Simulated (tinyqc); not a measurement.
Inside a calculation. Method: FCI on RHF in the sto-6g basis, frozen core, for OH-, spin multiplicity 1. The basis has no diffuse functions, so it cannot describe the extra electron: this is an exercise in the method, not the real anion. Computed by tinyqc, a small Python program that keeps every step (integrals from PySCF). Settings: charge = -1, multiplicity = 1, basis = sto-6g, method = RHF, frozen orbitals = 1, energy threshold = 1e-10, iteration cap = 78, orthogonalisation = symmetric, start = atomic densities, DIIS depth = 6, ci = FCI, davidson = 1. Command: `OMP_NUM_THREADS=1 python tinyqc.py 31771 31772 out.jsonl` (the two numbers bound the seeds that draw the settings). One thread of a shared host (Intel(R) Xeon(R) Processor @ 2.60GHz), about 0.1 s of CPU time with the checks. The early iterations of the SCF are left out here.

## One-electron integrals

Geometry (angstrom):
```
atom,x,y,z
O,0.0000,0.0000,0.0000
H,0.0000,0.0000,1.1120
```

Basis sto-6g: exponents (1/bohr^2) and contraction coefficients of normalised primitives:
```
element,l (shell),exponent,coefficient
O,s (1),1355.5842,0.0092
O,s (1),248.5449,0.0494
O,s (1),69.5339,0.1685
O,s (1),23.8868,0.3706
O,s (1),9.2759,0.4165
O,s (1),3.8203,0.1303
O,s (2),52.1878,-0.0133
O,s (2),10.3293,-0.0470
O,s (2),3.2103,-0.0338
O,s (2),1.2351,0.2502
O,s (2),0.5364,0.5951
O,s (2),0.2459,0.2407
O,p (3),52.1878,0.0038
O,p (3),10.3293,0.0377
O,p (3),3.2103,0.1739
O,p (3),1.2351,0.4180
O,p (3),0.5364,0.4259
O,p (3),0.2459,0.1017
H,s (1),35.5232,0.0092
H,s (1),6.5131,0.0494
H,s (1),1.8221,0.1685
H,s (1),0.6260,0.3706
H,s (1),0.2431,0.4165
H,s (1),0.1001,0.1303
```

Overlap, kinetic and nuclear-attraction integrals over the contracted functions; the nuclear repulsion is the sum of Za Zb / Rab.

nuclear repulsion = 3.807030 hartree

overlap S, lower triangle:
```
,1O 1s,1O 2s,1O 2px,1O 2py,1O 2pz,2H 1s
1O 1s,1.0000
1O 2s,0.2311,1.0000
1O 2px,0.0000,0.0000,1.0000
1O 2py,0.0000,0.0000,0.0000,1.0000
1O 2pz,0.0000,0.0000,0.0000,0.0000,1.0000
2H 1s,0.0388,0.3814,0.0000,0.0000,0.3355,1.0000
```

kinetic energy T (hartree), lower triangle:
```
,1O 1s,1O 2s,1O 2px,1O 2py,1O 2pz,2H 1s
1O 1s,29.3272
1O 2s,-0.8960,0.8426
1O 2px,0.0000,0.0000,2.5313
1O 2py,0.0000,0.0000,0.0000,2.5313
1O 2pz,0.0000,0.0000,0.0000,0.0000,2.5313
2H 1s,-0.0060,0.0656,0.0000,0.0000,0.1786,0.7685
```

nuclear attraction V (hartree), lower triangle:
```
,1O 1s,1O 2s,1O 2px,1O 2py,1O 2pz,2H 1s
1O 1s,-61.7342
1O 2s,-6.2613,-9.4738
1O 2px,0.0000,0.0000,-9.4441
1O 2py,0.0000,0.0000,0.0000,-9.4441
1O 2pz,-0.0122,-0.1409,0.0000,0.0000,-9.5320
2H 1s,-1.2044,-2.7588,0.0000,0.0000,-2.1793,-4.9717
```

core Hamiltonian H = T + V (hartree), lower triangle:
```
,1O 1s,1O 2s,1O 2px,1O 2py,1O 2pz,2H 1s
1O 1s,-32.4070
1O 2s,-7.1573,-8.6312
1O 2px,0.0000,0.0000,-6.9128
1O 2py,0.0000,0.0000,0.0000,-6.9128
1O 2pz,-0.0122,-0.1409,0.0000,0.0000,-7.0007
2H 1s,-1.2104,-2.6932,0.0000,0.0000,-2.0006,-4.2032
```

## Two-electron integrals

Functions are numbered as in S; the eight-fold symmetry (ij|kl) = (ji|kl) = (kl|ij) leaves the list below.

Two-electron integrals (ij|kl) in chemists' order, unique and non-zero (hartree):
```
i,j,k,l,(ij|kl)
1,1,1,1,4.7875
2,1,1,1,0.6759
2,1,2,1,0.1215
2,2,1,1,1.1174
2,2,2,1,0.2492
2,2,2,2,0.8174
3,1,3,1,0.0258
3,2,3,1,0.0391
3,2,3,2,0.1807
3,3,1,1,1.1174
3,3,2,1,0.2492
3,3,2,2,0.8174
3,3,3,3,0.8807
4,1,4,1,0.0258
4,2,4,1,0.0391
4,2,4,2,0.1807
4,3,4,3,0.0475
4,4,1,1,1.1174
4,4,2,1,0.2492
4,4,2,2,0.8174
4,4,3,3,0.7857
4,4,4,4,0.8807
5,1,5,1,0.0258
5,2,5,1,0.0391
5,2,5,2,0.1807
5,3,5,3,0.0475
5,4,5,4,0.0475
5,5,1,1,1.1174
5,5,2,1,0.2492
5,5,2,2,0.8174
5,5,3,3,0.7857
5,5,4,4,0.7857
5,5,5,5,0.8807
6,1,1,1,0.1208
6,1,2,1,0.0208
6,1,2,2,0.0418
6,1,3,3,0.0417
6,1,4,4,0.0417
6,1,5,1,0.0010
6,1,5,2,0.0020
6,1,5,5,0.0420
6,1,6,1,0.0036
6,2,1,1,0.3071
6,2,2,1,0.0695
6,2,2,2,0.2542
6,2,3,3,0.2499
6,2,4,4,0.2499
6,2,5,1,0.0056
6,2,5,2,0.0420
6,2,5,5,0.2628
6,2,6,1,0.0120
6,2,6,2,0.1003
6,3,3,1,0.0075
6,3,3,2,0.0431
6,3,5,3,0.0086
6,3,6,3,0.0138
6,4,4,1,0.0075
6,4,4,2,0.0431
6,4,5,4,0.0086
6,4,6,4,0.0138
6,5,1,1,0.2282
6,5,2,1,0.0524
6,5,2,2,0.2041
6,5,3,3,0.1951
6,5,4,4,0.1951
6,5,5,1,0.0112
6,5,5,2,0.0745
6,5,5,5,0.2222
6,5,6,1,0.0094
6,5,6,2,0.0980
6,5,6,5,0.1083
6,6,1,1,0.4662
6,6,2,1,0.1075
6,6,2,2,0.4507
6,6,3,3,0.4332
6,6,4,4,0.4332
6,6,5,1,0.0107
6,6,5,2,0.1114
6,6,5,5,0.4857
6,6,6,1,0.0187
6,6,6,2,0.2308
6,6,6,5,0.2569
6,6,6,6,0.7750
```

## Orthogonalisation

S = U s U^T; symmetric (Loewdin) form X = U s^(-1/2) U^T, so that X^T S X = 1.

eigenvalues of S: 0.4723  0.8432  1.0000  1.0000  1.1315  1.5529

X, lower triangle:
```
,1O 1s,1O 2s,1O 2px,1O 2py,1O 2pz,2H 1s
1O 1s,1.0216
1O 2s,-0.1265,1.0915
1O 2px,0.0000,0.0000,1.0000
1O 2py,0.0000,0.0000,0.0000,1.0000
1O 2pz,-0.0059,0.0609,0.0000,0.0000,1.0524
2H 1s,0.0185,-0.2339,0.0000,0.0000,-0.2022,1.1210
```

## Iteration 7 (converged): orbitals

converged F (hartree), lower triangle:
```
,1O 1s,1O 2s,1O 2px,1O 2py,1O 2pz,2H 1s
1O 1s,-19.6951
1O 2s,-4.7868,-1.6854
1O 2px,0.0000,0.0000,0.2162
1O 2py,0.0000,0.0000,0.0000,0.2162
1O 2pz,-0.0188,-0.0162,0.0000,0.0000,0.4874
2H 1s,-0.8113,-0.5601,0.0000,0.0000,-0.2841,-0.0091
```

Diagonalise F' = X^T F X, C = X C', fill 5 alpha and 5 beta electrons from the bottom; D = 2 C_occ C_occ^T. Each column has its largest component positive (the first on a tie).

F' = X^T F X (hartree), lower triangle:
```
,1,2,3,4,5,6
1,-19.3746
2,-2.4712,-0.7559
3,0.0000,0.0000,0.2162
4,0.0000,0.0000,0.0000,0.2162
5,-0.0441,0.1388,0.0000,0.0000,0.6669
6,-0.1086,-0.3926,0.0000,0.0000,-0.4868,0.3384
```

orbital energies (hartree): MO1 -19.6983, MO2 -0.5881, MO3 0.0687, MO4 0.2162, MO5 0.2162, MO6 1.0926

coefficients C:
```
,MO1,MO2,MO3,MO4,MO5,MO6
1O 1s,0.9968,-0.2324,0.0885,0.0000,0.0000,-0.0689
1O 2s,0.0142,0.9174,-0.4886,0.0000,0.0000,0.4304
1O 2px,0.0000,0.0000,0.0000,-0.2724,0.9622,0.0000
1O 2py,0.0000,0.0000,0.0000,0.9622,0.2724,0.0000
1O 2pz,0.0020,0.0275,0.5152,0.0000,0.0000,0.9413
2H 1s,-0.0033,0.2197,0.7228,0.0000,0.0000,-0.8842
```

D after iteration 7, lower triangle:
```
,1O 1s,1O 2s,1O 2px,1O 2py,1O 2pz,2H 1s
1O 1s,2.1108
1O 2s,-0.4846,2.1613
1O 2px,0.0000,0.0000,2.0000
1O 2py,0.0000,0.0000,0.0000,2.0000
1O 2pz,0.0823,-0.4531,0.0000,0.0000,0.5325
2H 1s,0.0192,-0.3034,0.0000,0.0000,0.7569,1.1416
```

Within a degenerate level the vectors are fixed only up to a rotation; this is one choice.

## Convergence

Stop when the energy changes by less than 1e-10 hartree and every element of the error matrix X^T (F D S - S D F) X is below 3e-06.

Course of the cycle:
```
iteration,E (hartree),change,largest element of the error matrix
1,-79.925400,-,9.95e-01
2,-74.770774,5.15e+00,1.50e-01
3,-74.784628,-1.39e-02,1.30e-02
4,-74.784808,-1.80e-04,2.30e-03
5,-74.784812,-3.98e-06,4.35e-05
6,-74.784812,-1.59e-09,5.34e-07
7,-74.784812,-1.28e-13,1.19e-09
```

PySCF RHF in the same basis = -74.784812 hartree

Converged in 7 iterations.

## Integrals over molecular orbitals

(pq|rs) = sum C_ip C_jq C_kr C_ls (ij|kl), one index at a time.

one-electron integrals over orbitals h = C^T H C (hartree), lower triangle:
```
,1,2,3,4,5,6
1,-32.3937
2,0.6084,-7.1643
3,-0.2287,0.7287,-5.4230
4,0.0000,0.0000,0.0000,-6.9128
5,0.0000,0.0000,0.0000,0.0000,-6.9128
6,0.1839,-0.9092,-1.4731,0.0000,0.0000,-5.6969
```

Two-electron integrals over orbitals (pq|rs), unique and non-zero (hartree); the lowest 1 orbital is frozen and left out:
```
p,q,r,s,(pq|rs)
2,2,2,2,0.7315
3,2,2,2,-0.0519
3,2,3,2,0.1378
3,3,2,2,0.6069
3,3,3,2,0.0011
3,3,3,3,0.6331
4,2,4,2,0.1542
4,3,4,2,-0.0471
4,3,4,3,0.0367
4,4,2,2,0.7624
4,4,3,2,-0.1023
4,4,3,3,0.5915
4,4,4,4,0.8807
5,2,5,2,0.1542
5,3,5,2,-0.0471
5,3,5,3,0.0367
5,4,5,4,0.0475
5,5,2,2,0.7624
5,5,3,2,-0.1023
5,5,3,3,0.5915
5,5,4,4,0.7857
5,5,5,5,0.8807
6,2,2,2,0.0967
6,2,3,2,0.0386
6,2,3,3,0.0030
6,2,4,4,0.1006
6,2,5,5,0.1006
6,2,6,2,0.1090
6,3,2,2,0.1315
6,3,3,2,-0.1179
6,3,3,3,0.0221
6,3,4,4,0.1676
6,3,5,5,0.1676
6,3,6,2,0.0312
6,3,6,3,0.1763
6,4,4,2,0.0360
6,4,4,3,0.0118
6,4,6,4,0.0380
6,5,5,2,0.0360
6,5,5,3,0.0118
6,5,6,5,0.0380
6,6,2,2,0.6772
6,6,3,2,0.0169
6,6,3,3,0.6336
6,6,4,4,0.6670
6,6,5,5,0.6670
6,6,6,2,0.0849
6,6,6,3,0.0564
6,6,6,6,0.7161
```

## FCI: determinants and Hamiltonian

one-electron integrals dressed by the frozen orbital, h + 2 (pq|11) - (p1|1q) (hartree), lower triangle:
```
,2,3,4,5,6
2,-5.1367
3,0.3660,-3.9328
4,0.0000,0.0000,-4.7053
5,0.0000,0.0000,0.0000,-4.7053
6,-0.5510,-0.8932,0.0000,0.0000,-3.8356
```

energy of the frozen orbital, 2 h_11 + (11|11) = -60.024763 hartree

Hartree-Fock energy = -74.784812 hartree

Slater-Condon rules over spin orbitals, with the nuclear repulsion and the energy of the frozen orbital added and E(HF) subtracted on the diagonal. Only determinants linked to the reference directly or through others are kept (one block of an abelian symmetry group), so some states are absent.

Occupation strings over the orbitals (2 doubly, a alpha, b beta, 0 empty; spin orbitals ordered 1a 1b 2a 2b ...): 222220 22a22b 2a222b 22b22a 2b222a 222202 222022 220222 2ab222 2ba222 202222

H - E(HF) between determinants (hartree), lower triangle:
```
,222220,22a22b,2a222b,22b22a,2b222a,222202,222022,220222,2ab222,2ba222,202222
222220,0.0000
22a22b,0.0000,0.5667
2a222b,0.0000,0.0143,1.1124
22b22a,0.0000,-0.1763,-0.0312,0.5667
2b222a,0.0000,-0.0312,-0.1090,0.0143,1.1124
222202,0.0380,-0.0118,-0.0360,0.0118,0.0360,0.7575
222022,0.0380,-0.0118,-0.0360,0.0118,0.0360,0.0475,0.7575
220222,0.1763,0.0343,0.1179,-0.0343,-0.1179,0.0367,0.0367,1.2155
2ab222,-0.0312,-0.1179,0.0751,0.0819,-0.0386,0.0471,0.0471,0.0015,1.6914
2ba222,0.0312,0.0819,-0.0386,-0.1179,0.0751,-0.0471,-0.0471,-0.0015,-0.1378,1.6914
202222,0.1090,-0.0386,-0.0119,0.0386,0.0119,0.1542,0.1542,0.1378,0.0545,-0.0545,2.3181
```

## FCI: roots

Diagonalise (each vector has its largest component positive (the first on a tie)); all determinants have Ms = 0, so triplets appear too. The lowest singlet root is the correlation energy.

lowest roots of this matrix, relative to E(HF) (hartree): -0.0319  0.3888  0.6965  0.7101  0.7463  1.0014  1.0660  1.3923

lowest vectors:
```
,root 1,root 2,root 3,root 4
222220,0.9884,0.0000,-0.0235,0.0000
22a22b,0.0079,0.7066,0.6868,0.0000
2a222b,0.0085,0.0181,-0.0823,0.0000
22b22a,-0.0079,0.7066,-0.6868,0.0000
2b222a,-0.0085,0.0181,0.0823,0.0000
222202,-0.0339,0.0000,-0.0469,0.7071
222022,-0.0339,0.0000,-0.0469,-0.7071
220222,-0.1361,0.0000,-0.0494,0.0000
2ab222,0.0197,0.0213,0.1309,0.0000
2ba222,-0.0197,0.0213,-0.1309,0.0000
202222,-0.0340,0.0000,0.0373,0.0000
```

<S^2> of these roots: 0.0000  2.0000  0.0000  0.0000  0.0000  2.0000  0.0000  0.0000

weight of the ground state by excitation level 0, 1, 2, ...: 0.9770  0.0003  0.0227

## The lowest root by the Davidson method

Start from the reference; add the residual divided by (theta - H_ii), orthogonalised, at each step.

Davidson iterations:
```
iteration,subspace,lowest Ritz value (hartree),residual norm
1,1,0,2.19e-01
2,2,-0.031208,2.89e-02
3,3,-0.031859,2.68e-03
4,4,-0.031864,3.29e-04
5,5,-0.031864,5.28e-05
6,6,-0.031864,6.57e-06
7,7,-0.031864,7.82e-17
```
